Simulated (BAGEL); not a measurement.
# HF/STO-3G (density fitting with qzvpp-jkfit) run of B2PH7 (SMILES B[PH2+][BH3-])

Aim: the vertical electron affinity of B2PH7 at HF/STO-3G (density fitting with qzvpp-jkfit), from 2 runs. 

Program for the calculation: BAGEL 1.2.2.

1 further run of the same task is left out (it didn't finish).

## 1. The structure to begin with

The species is B2PH7 (10 atoms), meant as a singlet with charge 0. As SMILES, `B[PH2+][BH3-]`. The coordinates come from a GFN2-xTB relaxation.

Bond lengths: B1–P2 1.835 Å, P2–B3 1.948 Å, B1–H4 1.168 Å, B1–H5 1.167 Å, P2–H6 1.383 Å, P2–H7 1.384 Å, B3–H8 1.189 Å, B3–H9 1.192 Å, B3–H10 1.192 Å. Some angles: B1–P2–B3 109.9°, B1–P2–H6 110.2°, B1–P2–H7 110.2°, B3–P2–H6 113.6°, B3–P2–H7 113.9°, P2–B1–H4 119.5°, P2–B1–H5 119.5°, P2–B3–H8 104.5°, P2–B3–H9 104.7°, P2–B3–H10 104.8°.

## 2. The energy at HF/STO-3G (density fitting with qzvpp-jkfit)

The input, input.json:

```json
{ "bagel" : [

{
  "title" : "molecule",
  "basis" : "sto-3g",
  "df_basis" : "qzvpp-jkfit",
  "angstrom" : "true",
  "geometry" : [
    { "atom" : "B", "xyz" : [      -1.337570,       0.322430,      -1.001140 ] },
    { "atom" : "P", "xyz" : [       0.153200,       0.715070,      -0.005340 ] },
    { "atom" : "B", "xyz" : [       0.882520,      -0.916050,       0.770480 ] },
    { "atom" : "H", "xyz" : [      -2.380750,       0.267450,      -0.477810 ] },
    { "atom" : "H", "xyz" : [      -1.215440,       0.004950,      -2.117760 ] },
    { "atom" : "H", "xyz" : [      -0.139400,       1.691490,       0.929760 ] },
    { "atom" : "H", "xyz" : [       1.062190,       1.429400,      -0.765390 ] },
    { "atom" : "H", "xyz" : [       1.832650,      -0.554150,       1.387120 ] },
    { "atom" : "H", "xyz" : [       0.000570,      -1.351600,       1.443890 ] },
    { "atom" : "H", "xyz" : [       1.142040,      -1.608990,      -0.163820 ] }
  ]
},

{
  "title" : "hf"
},

{
  "title" : "print",
  "file" : "orbitals.molden",
  "orbitals" : "true"
}

]}
```

Started as:

```
$ BAGEL_NUM_THREADS=1 BAGEL input.json > input.out
```

Standard output:

```text
* using 1 threads per process

  ===============================================================
  ===============================================================

  *** Geometry ***

  { "atom" : "B", "xyz" : [     -2.527641,      0.609304,     -1.891880 ] },
  { "atom" : "P", "xyz" : [      0.289506,      1.351286,     -0.010091 ] },
  { "atom" : "B", "xyz" : [      1.667721,     -1.731084,      1.455996 ] },
  { "atom" : "H", "xyz" : [     -4.498965,      0.505407,     -0.902930 ] },
  { "atom" : "H", "xyz" : [     -2.296849,      0.009354,     -4.001986 ] },
  { "atom" : "H", "xyz" : [     -0.263428,      3.196453,      1.756992 ] },
  { "atom" : "H", "xyz" : [      2.007248,      2.701175,     -1.446377 ] },
  { "atom" : "H", "xyz" : [      3.463207,     -1.047192,      2.621277 ] },
  { "atom" : "H", "xyz" : [      0.001077,     -2.554154,      2.728557 ] },
  { "atom" : "H", "xyz" : [      2.158143,     -3.040550,     -0.309575 ] },

  Number of auxiliary basis functions:      404

  Since a DF basis is specified, we compute 2- and 3-index integrals:
    o Being stored without compression. Storage requirement is 0.002 GB

  Number of basis functions:       26
  Number of electrons      :       32

    * METHOD: MOLECULE                             0.11

  *** RHF ***

  === Nuclear Repulsion ===
    95.7488727379

      * DIIS with orbital gradients will be used.

  === RHF iteration (sto-3g) ===
      0       -389.64604941          0.01283974           0.01
      1       -389.69894801          0.00291611           0.01
      2       -389.70191227          0.00059549           0.01
      3       -389.70204120          0.00008988           0.01
      4       -389.70204392          0.00002370           0.01
      5       -389.70204411          0.00000727           0.01
      6       -389.70204413          0.00000199           0.01
      7       -389.70204413          0.00000045           0.01
      8       -389.70204413          0.00000008           0.01
      9       -389.70204413          0.00000002           0.01
     10       -389.70204413          0.00000000           0.01
    * SCF iteration converged.

    * Permanent dipole moment:
           (    0.914889,    -1.822370,     0.938491) a.u.

    * METHOD: HF                                   0.15

    * METHOD: PRINT                                0.00

  ===============================================================
```

It took 0.38 s on 1 thread of Arm Neoverse V1, shared host.

## 3. The doublet anion at the same level

The input, job.json:

```json
{ "bagel": [

{
  "title": "molecule",
  "basis": "sto-3g",
  "df_basis": "qzvpp-jkfit",
  "angstrom": true,
  "geometry": [
    { "atom": "B", "xyz": [   -1.337570,    0.322430,   -1.001140 ] },
    { "atom": "P", "xyz": [    0.153200,    0.715070,   -0.005340 ] },
    { "atom": "B", "xyz": [    0.882520,   -0.916050,    0.770480 ] },
    { "atom": "H", "xyz": [   -2.380750,    0.267450,   -0.477810 ] },
    { "atom": "H", "xyz": [   -1.215440,    0.004950,   -2.117760 ] },
    { "atom": "H", "xyz": [   -0.139400,    1.691490,    0.929760 ] },
    { "atom": "H", "xyz": [    1.062190,    1.429400,   -0.765390 ] },
    { "atom": "H", "xyz": [    1.832650,   -0.554150,    1.387120 ] },
    { "atom": "H", "xyz": [    0.000570,   -1.351600,    1.443890 ] },
    { "atom": "H", "xyz": [    1.142040,   -1.608990,   -0.163820 ] }
  ]
},
{ "title": "uhf", "charge": -1, "nopen": 1 },
{ "title": "print", "file": "orbitals.molden", "orbitals": true }

]}
```

Started as:

```
$ BAGEL_NUM_THREADS=1 BAGEL job.json > job.out
```

Standard output:

```text
* using 1 threads per process

  ===============================================================
  ===============================================================

  *** Geometry ***

  { "atom" : "B", "xyz" : [     -2.527641,      0.609304,     -1.891880 ] },
  { "atom" : "P", "xyz" : [      0.289506,      1.351286,     -0.010091 ] },
  { "atom" : "B", "xyz" : [      1.667721,     -1.731084,      1.455996 ] },
  { "atom" : "H", "xyz" : [     -4.498965,      0.505407,     -0.902930 ] },
  { "atom" : "H", "xyz" : [     -2.296849,      0.009354,     -4.001986 ] },
  { "atom" : "H", "xyz" : [     -0.263428,      3.196453,      1.756992 ] },
  { "atom" : "H", "xyz" : [      2.007248,      2.701175,     -1.446377 ] },
  { "atom" : "H", "xyz" : [      3.463207,     -1.047192,      2.621277 ] },
  { "atom" : "H", "xyz" : [      0.001077,     -2.554154,      2.728557 ] },
  { "atom" : "H", "xyz" : [      2.158143,     -3.040550,     -0.309575 ] },

  Number of auxiliary basis functions:      404

  Since a DF basis is specified, we compute 2- and 3-index integrals:
    o Being stored without compression. Storage requirement is 0.002 GB

  Number of basis functions:       26
  Number of electrons      :       32

    * METHOD: MOLECULE                             0.11

  *** Open-shell HF ***

  === Nuclear Repulsion ===
    95.7488727379

      * DIIS with orbital gradients will be used.

  === UHF iteration (sto-3g) ===
      0       -389.51720869          0.02514803           0.02
      1       -389.57410898          0.00551335           0.02
      2       -389.57787601          0.00144743           0.02
      3       -389.57848640          0.00019576           0.02
      4       -389.57857340          0.00004745           0.02
      5       -389.57860667          0.00000913           0.02
      6       -389.57861287          0.00000347           0.02
      7       -389.57861445          0.00000178           0.02
      8       -389.57861477          0.00000087           0.02
      9       -389.57861479          0.00000027           0.02
     10       -389.57861479          0.00000008           0.02
     11       -389.57861479          0.00000003           0.02
     12       -389.57861479          0.00000001           0.02
    * SCF iteration converged.

    * S^2 (UHF) is 0.7639

    * Permanent dipole moment:
           (   -0.833978,    -1.655018,    -0.328869) a.u.

    * METHOD: UHF                                  0.29

    * METHOD: PRINT                                0.00

  ===============================================================
```

It took 0.52 s on 1 thread of Arm Neoverse V1, shared host.

## 4. Results

At HF/STO-3G (density fitting with qzvpp-jkfit):

| quantity | value |
| --- | --- |
| singlet B2PH7: total energy | -389.70204 Eh |
| singlet B2PH7: dipole moment | 5.71 D |
| singlet B2PH7: HOMO energy | -9.73 eV |
| singlet B2PH7: LUMO energy | 4.81 eV |
| singlet B2PH7: HOMO–LUMO gap | 14.54 eV |
| doublet anion: total energy | -389.57861 Eh |
| doublet anion: ⟨S²⟩ | 0.764 |
| vertical electron affinity (to the doublet anion) | -3.359 eV |

The anion lies 3.36 eV (324 kJ/mol) above the neutral: the electron isn't bound at this level, and such a value depends on the basis. Without diffuse functions anions come out too high. Hartree–Fock misses the correlation that binds many anions. In a minimal basis such a difference can be off by several eV, whatever the method.
